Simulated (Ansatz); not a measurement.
Sb2O3 (Pccn, No. 56), treated with PBEsol-D3(BJ) in Ansatz (PAW).

Run with plane-wave cutoff 520 eV, 8×6×4 k mesh (along the axes of the cell as run), Fermi–Dirac smearing 0.01 eV, scalar-relativistic PAW data made under PBE.

Results at a series of volumes:

```tsv
V (Å³/atom)	E − E_lowest (meV/atom)
14.715	3.45
15.021	0.82
15.328	0.00
15.634	0.72
15.941	2.71
```

Task: Fit the third-order Birch–Murnaghan equation and give B0 and B′.

Result: V0 = 15.329 Å³/atom, B0 = 39.9 GPa, B′ = 7.7 (fit to the energies at full precision).

Shape and atoms are relaxed at each volume.

Note: the relaxation could not lower the start's symmetry, so the cell can be a saddle point above a distorted one; the volume lies 7 % below that of the published cell; the bulk modulus comes from volumes at which shape and atoms were relaxed.

Spin–orbit coupling is not included.

Ansatz is a quantum-chemistry and plane-wave program.
